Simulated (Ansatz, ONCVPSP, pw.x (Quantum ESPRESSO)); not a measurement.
# What a changed setting does to a pw.x run (fcc Rb)

Potential: optimised norm-conserving Vanderbilt (ONCV), ONCVPSP 4.0.1, PBEsol; core [Ar] 3d10, reference 4s2 4p6 5s1; waves: 4s+5s: rc 2.26 bohr, ncon 3, nbas 7, qcut 4.1 1/bohr, 2 projectors; 4p: rc 2.22 bohr, ncon 5, nbas 8, qcut 6.7 1/bohr, 2 projectors, debl 3.4 Ha; d scattering state at 0.44 Ha: rc 1.96 bohr, ncon 4, nbas 7, qcut 5.5 1/bohr, 2 projectors, debl 0.6 Ha; local part: polynomial inside 1.88 bohr (lpopt 5, dvloc0 -1 Ha); core correction: Teter function, parameters optimised by the program.

The reference run (k-mesh 8³, cutoffs 50/200 Ry, Fermi–Dirac 0.01 Ry, mixing_beta 0.4, conv_thr 1e-9, no spin) gives -0.01 GPa at 87.199 Å³/atom, where all-electron LAPW gives -0.00 GPa. This run, with its own iteration cap, changes smearing to fermi, a wrong or extreme entry chosen on purpose.

```
&control
  calculation='scf', prefix='x', pseudo_dir='./', outdir='./tmp', tstress=.true., disk_io='none'
/
&system
  ibrav=0, nat=1, ntyp=1, ecutwfc=50, ecutrho=200, nbnd=12,
  occupations='smearing', smearing='fermi', degauss=0.01
/
&electrons
  conv_thr=1e-09, mixing_beta=0.4, electron_maxstep=70
/
ATOMIC_SPECIES
Rb 1.0 Rb.UPF
CELL_PARAMETERS angstrom
  0.00000000 3.51960427 3.51960427
  3.51960427 0.00000000 3.51960427
  3.51960427 3.51960427 0.00000000
ATOMIC_POSITIONS crystal
Rb 0.0000 0.0000 0.0000
K_POINTS automatic
8 8 8 0 0 0
```

```bash
pw.x < Rb.scf.in > Rb.scf.out
```

Task: How does the run end?

Result: It stops with "set_occupations: smearing fermi unknown".

```
Error in routine  set_occupations (1):
      smearing fermi unknown
```

The run took about 0.6 s on one core of a shared host (Intel(R) Xeon(R) 6975P-C, 192 threads, 378 GiB, load 123).
